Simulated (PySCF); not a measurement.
# Working out the ionisation energy of N

N [He] 2s2 2p3 (4S) → N⁺ [He] 2s2 2p2 (3P). All numbers are calculated (PySCF 2.14, the spin-free X2C one-electron Hamiltonian (Gaussian nucleus), in cc-pVDZ-DK). Frozen: 1s2. Energies in hartree (1 hartree = 27.21139 eV):

```csv
part,N (lower),N⁺ (upper)
UHF,-54.420267,-53.909902
CCSD correlation,-0.086797,-0.075747
(T),-0.000628,-0.000752
```

Task: What does Hartree-Fock give?

Result: (-53.909902) − (-54.420267) = 0.510365 hartree = 13.888 eV.

Task: What do CCSD and CCSD(T) give?

Result: The CCSD correlation energies differ by 0.011050 hartree = 0.301 eV and the triples by -0.000124 hartree = -0.003 eV, so CCSD gives 14.189 eV and CCSD(T) 14.186 eV.

Measured between the centres of the two terms (NIST): 14.545 eV, so CCSD(T) (valence) is off by -0.359 eV.

A double-zeta basis recovers only part of the correlation energy.

What remains against the reference includes basis incompleteness, the frozen core and higher excitations.
